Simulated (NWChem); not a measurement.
Correlation energy of chlorine (Cl₂)

SMILES: ClCl
```xyz
2

Cl     0.0000     0.0000     1.0128
Cl     0.0000     0.0000    -1.0128
```
Charge 0, spin multiplicity 1.

Program: NWChem. The geometry was optimised at PBE0/def2-SVP, a minimum by its harmonic frequencies.

Basis set: STO-3G. Each correlation energy counts from its own Hartree-Fock reference.

| method | correlation energy (mHa) | difference from CCSD(T) |
|---|---|---|
| MP2 | -19.6 | +10.1 |
| SCS-MP2 | -23.6 | +6.2 |
| CCSD | -29.7 | 0.0 |
| CCSD+T(CCSD) | -29.7 | 0.0 |
| CCSD(T) | -29.7 | 0.0 |
| CR-CCSD[T] | -29.7 | 0.0 |
| CR-CCSD(T) | -29.7 | 0.0 |
| CCSDT | -29.7 | 0.0 |

The values span 10.1 mHa, from CCSD (lowest) to MP2 (highest). 

The correlated methods keep 10 core orbitals frozen. No row is a measurement; the coupled-cluster row has its own basis-set and correlation limits.
